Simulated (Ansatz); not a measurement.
Basis-set series for CH radical. Total charge 0; spin multiplicity 2. All single points use the PBE0-D4/def2-TZVP geometry.

```
functional       basis  functions  energy (Eh)  HOMO (eV)  LUMO (eV)
   PBE0-D4    def2-SVP         19    -38.39243      -7.29      -3.46
   PBE0-D4  def2-TZVPP         45    -38.43883      -7.40      -3.66
   ωB97M-V    def2-SVP         19    -38.42466      -9.36      -1.18
   ωB97M-V  def2-TZVPP         45    -38.47468      -9.51      -1.44
```

(1) Give the rows for def2-QZVPP. (An estimate is asked.)

## Answers

(1) The calculation gave: 
```json
{"functional": "PBE0-D4", "basis": "def2-QZVPP", "functions": "87", "energy (Eh)": "-38.44106", "HOMO (eV)": "-7.41", "LUMO (eV)": "-3.68"}
{"functional": "ωB97M-V", "basis": "def2-QZVPP", "functions": "87", "energy (Eh)": "-38.47692", "HOMO (eV)": "-9.52", "LUMO (eV)": "-1.49"}
```

HOMO and LUMO are taken over both spins.

Program: Ansatz 0.2.0.
